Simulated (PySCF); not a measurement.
## Basis-set dependence of population analyses: allene

Allene, C3H4.
SMILES with atom numbers: `[CH2:1]=[C:2]=[CH2:3]` (hydrogens: H4, H5 on C1; H6, H7 on C3)

PBE0 throughout (PySCF), one geometry, spherical d and f functions. Geometry: PBE0-D3(BJ)/def2-SVP; no solvent, vibrations or thermal averaging. Atoms taken as equivalent share a column and are averaged.

Mulliken charges (e):

```tsv
basis	functions	C1/C3	C2	H4/H5/H6/H7
pcSseg-0	35	-0.414	-0.148	+0.244
cc-pVDZ	62	-0.114	-0.080	+0.077
aug-cc-pVDZ	105	+0.661	-0.174	-0.287
IGLO-III	145	-0.229	-0.023	+0.120
cc-pVTZ	146	-0.312	+0.092	+0.133
```

IAO charges (e):

| basis | functions | C1/C3 | C2 | H4/H5/H6/H7 |
| --- | --- | --- | --- | --- |
| pcSseg-0 | 35 | -0.358 | +0.044 | +0.168 |
| cc-pVDZ | 62 | -0.367 | +0.052 | +0.171 |
| aug-cc-pVDZ | 105 | -0.377 | +0.052 | +0.176 |
| IGLO-III | 145 | -0.378 | +0.052 | +0.176 |
| cc-pVTZ | 146 | -0.377 | +0.054 | +0.175 |

Hirshfeld charges (e):

| basis | functions | C1/C3 | C2 | H4/H5/H6/H7 |
| --- | --- | --- | --- | --- |
| pcSseg-0 | 35 | -0.112 | -0.002 | +0.057 |
| cc-pVDZ | 62 | -0.117 | +0.003 | +0.058 |
| aug-cc-pVDZ | 105 | -0.123 | +0.001 | +0.061 |
| IGLO-III | 145 | -0.122 | +0.002 | +0.061 |
| cc-pVTZ | 146 | -0.122 | +0.003 | +0.060 |

ESP-fitted charges (e):

```json
{"basis": "pcSseg-0", "functions": "35", "C1/C3": "-0.644", "C2": "+0.300", "H4/H5/H6/H7": "+0.247"}
{"basis": "cc-pVDZ", "functions": "62", "C1/C3": "-0.586", "C2": "+0.273", "H4/H5/H6/H7": "+0.225"}
{"basis": "aug-cc-pVDZ", "functions": "105", "C1/C3": "-0.633", "C2": "+0.299", "H4/H5/H6/H7": "+0.242"}
{"basis": "IGLO-III", "functions": "145", "C1/C3": "-0.633", "C2": "+0.296", "H4/H5/H6/H7": "+0.242"}
{"basis": "cc-pVTZ", "functions": "146", "C1/C3": "-0.620", "C2": "+0.286", "H4/H5/H6/H7": "+0.239"}
```

Q: Which scheme is steadiest as the basis changes?

A: Largest range over the bases for any column: Hirshfeld 0.01 e, IAO 0.02 e, ESP-fitted 0.06 e, Mulliken 1.08 e. Hirshfeld and IAO charges move least and Mulliken charges most, counted in e.

Q: How much do the charges still move between the two largest bases, IGLO-III and cc-pVTZ?

A: At most, over all atoms: Mulliken 0.115 e, IAO 0.002 e, Hirshfeld 0.002 e, ESP-fitted 0.013 e.

Q: What do the same runs give for the total energy and the frontier levels?

A: 
| basis | energy (Eh) | HOMO (eV) | LUMO (eV) |
| --- | --- | --- | --- |
| pcSseg-0 | -116.2535 | -7.75 | 0.52 |
| cc-pVDZ | -116.5129 | -7.57 | 0.53 |
| aug-cc-pVDZ | -116.5186 | -7.70 | 0.05 |
| IGLO-III | -116.5522 | -7.72 | 0.17 |
| cc-pVTZ | -116.5472 | -7.68 | 0.32 |
